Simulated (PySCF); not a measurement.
# BF (SMILES [B]F): r2SCAN/def2-TZVPPD

Aim: the energy change on altering one bond length of BF at r2SCAN/def2-TZVPPD, from 2 runs. 

Program for the calculation: PySCF 2.14.0.

4 further runs of the same task are left out: 4 set aside as unsound or not needed.

### 1 The system as given

BF: 2 atoms, total charge 0, spin state singlet. SMILES: `[B]F`. Geometry: relaxed at PBE0-D4/def2-TZVP.

Bond lengths: B1–F2 1.263 Å.

### 2 The energy at r2SCAN/def2-TZVPPD

Input file input.py:

```python
# 13768-60-0
from pyscf import gto, dft

molecule = gto.M(
    atom='''
B        0.000000       0.000000      -0.009350
F        0.000000       0.000000       1.253740
''',
    basis='def2-tzvppd',
    spin=0,
    max_memory=1860,
    verbose=3,
)

calc0 = dft.RKS(molecule)
calc0.xc = 'r2scan'
calc0.conv_tol = 1e-10
calc0.grids.level = 5
calc0.kernel()
if not calc0.converged:
    calc0 = calc0.newton().run(calc0.mo_coeff, calc0.mo_occ)

e_tot = calc0.e_tot
print('Final energy', e_tot)
```

The run is started by

```sh
$ OMP_NUM_THREADS=1 python input.py
```

The log of the run:

```text
converged SCF energy = -124.652479287986
Final energy -124.6524792879861
```

Wall time 7.2 s (1 thread of Arm Neoverse V2, shared host); peak memory 0.4 GiB.

### 3 The distorted shape

Input file mol.xyz:

```xyz
2

B      0.000000     0.000000    -0.198860
F      0.000000     0.000000     1.253740
```

Input file input.py:

```python
from pyscf import gto, dft

molecule = gto.M(
    atom='mol.xyz',
    max_memory=1860,
    verbose=3,
    spin=0,
    basis='def2-tzvppd',
    charge=0,
)

myscf = dft.RKS(molecule)
myscf.xc = 'r2scan'
myscf.grids.level = 5
myscf.conv_tol = 1e-10
myscf.kernel()
if not myscf.converged:
    myscf = myscf.newton().run(myscf.mo_coeff, myscf.mo_occ)

energy = myscf.e_tot
print(f'total energy: {energy:.8f} hartree')
```

The run is started by

```sh
$ OMP_NUM_THREADS=1 python input.py
```

The log of the run:

```text
converged SCF energy = -124.631568107437
total energy: -124.63156811 hartree
```

Run time: 7.2 s. Hardware: 1 thread of Arm Neoverse V2, shared host; peak memory 0.39 GiB.

### 4 Summary of results

At r2SCAN/def2-TZVPPD:

| quantity | value |
| --- | --- |
| first shape: total energy | -124.65248 Eh |
| first shape: dipole moment | 1.09 D |
| first shape: HOMO energy | -7.02 eV |
| first shape: LUMO energy | -1.81 eV |
| first shape: HOMO–LUMO gap | 5.21 eV |
| distorted shape: total energy | -124.63157 Eh |
| distorted shape: dipole moment | 0.05 D |
| distorted shape: HOMO energy | -7.62 eV |
| distorted shape: LUMO energy | -2.66 eV |
| distorted shape: HOMO–LUMO gap | 4.96 eV |
| energy change with the B1–F2 bond stretched from 1.263 to 1.453 Å | 0.569 eV |

In words: With the B1–F2 bond stretched from 1.263 to 1.453 Å the energy rises by 0.57 eV (13.1 kcal/mol). The first shape isn't relaxed at this level, so the change isn't measured from a minimum.
